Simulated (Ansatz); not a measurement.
System: bcc Na. Method: PBE (plane waves, PAW; Ansatz, a program for electronic structure).

Run with plane-wave cutoff 520 eV, 18×18×18 k mesh, Fermi–Dirac smearing 0.05 eV, scalar-relativistic PAW data made under PBE.

Computed at the level's own relaxed cell.

Question: Give the computed volume per atom, bulk modulus, lattice parameter a and pressure derivative B′ of the bulk modulus.

Answer: 
* **volume per atom**: 36.96 Å³/atom
* **bulk modulus**: 7.77 GPa
* **lattice parameter a**: 4.197 Å
* **pressure derivative B′ of the bulk modulus**: 3.7

The run finds no gap.

Measured, for comparison: equilibrium volume per atom 37.42 Å³/atom (static lattice: zero-point anharmonic expansion removed; as tabulated in Mejia-Rodriguez and Trickey (2018), arXiv:1807.09216); bulk modulus 7.9 GPa (0 K value with the zero-point phonon effect removed, our sources range from 7.63 to 7.91; as tabulated in Mejia-Rodriguez and Trickey (2018), arXiv:1807.09216); lattice constant a 4.214 Å (static lattice: zero-point anharmonic expansion removed, our sources range from 4.207 to 4.214; as tabulated in Mejia-Rodriguez and Trickey (2018), arXiv:1807.09216). Computed (rounded) less measured: equilibrium volume per atom -1.2 %, bulk modulus -2 % (inside the range of the sources held), lattice constant a -0.4 % (-0.2 % to -0.4 % over the range).

The computed numbers hold no vibrational or temperature effects.

Computing time: very roughly 40 core-seconds.
